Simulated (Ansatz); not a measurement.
## A barrier at the coupled-cluster level

Start structure (SiPH7S, singlet), relaxed at PBE0-D4/def2-TZVP:

Si1  (-0.912, 1.476, -0.478)
S2  (0.249, 1.313, 1.315)
H3  (-0.186, 0.935, -1.653)
H4  (-1.257, 2.897, -0.740)
H5  (-2.142, 0.693, -0.221)
H6  (0.549, -2.263, 1.409)
P7  (0.296, -2.078, 0.026)
H8  (1.225, 2.131, 0.889)
H9  (1.624, -1.666, -0.252)
H10  (0.554, -3.438, -0.296)
(Å)

The step: SiH₄S ([SiH3][SH]) + PH₃ → SiPH₅ ([SiH3][PH2]) + H₂S; bonds formed: Si1–P7, S2–H6; bonds broken: Si1–S2, H6–P7. Program: Ansatz 0.2.0. Basis: def2-TZVPP and def2-QZVPP. Cores are frozen in the correlated methods. Extrapolation: Hartree–Fock as exp(−7.88 √X), correlation as X^−2.97. Energies below are by CCSD(T) at an estimated basis limit (MP2 extrapolated from triple and quadruple zeta, plus CCSD(T) − MP2 in triple zeta).

Question: What are the electronic barrier and the energy of the step, from the start structure to the end structure? (Judge from chemistry; the value comes from the calculation.)

Answer: Computed: Barrier 261.0 kJ/mol; step energy 35.7 kJ/mol (uphill); reverse barrier, their difference, 225.3 kJ/mol. Barrier and step energy count from the start structure, the reverse barrier from the end structure.

The saddle point: One imaginary mode of 1009i cm⁻¹.
```json
{"pair": "Si1–P7", "start (Å)": "3.79", "saddle (Å)": "2.57", "end (Å)": "2.25"}
{"pair": "S2–H6", "start (Å)": "3.59", "saddle (Å)": "1.54", "end (Å)": "1.34"}
{"pair": "Si1–S2", "start (Å)": "2.14", "saddle (Å)": "2.45", "end (Å)": "3.97"}
{"pair": "H6–P7", "start (Å)": "1.42", "saddle (Å)": "1.90", "end (Å)": "4.50"}
```

Zero-point energy (harmonic, PBE0-D4): ZPE is 155.7 kJ/mol at the start and 147.9 kJ/mol at the saddle, so the barrier goes from 261.0 to 253.2 kJ/mol.

No T1 diagnostic of these runs exceeds 0.015.

Labels in which every atom is bracketed show which atoms are joined, not bond orders.

For scale, one of the runs: CCSD(T)/def2-TZVPP, 224 basis functions, launched by `ansatz run in.yaml --threads 4 --pin off --events-out ev --progress --plain --max-ram 9574MiB`. The run took 59 s on 4 CPU threads of an Intel Xeon (shared host), with 3.2 GiB of host memory at its peak.
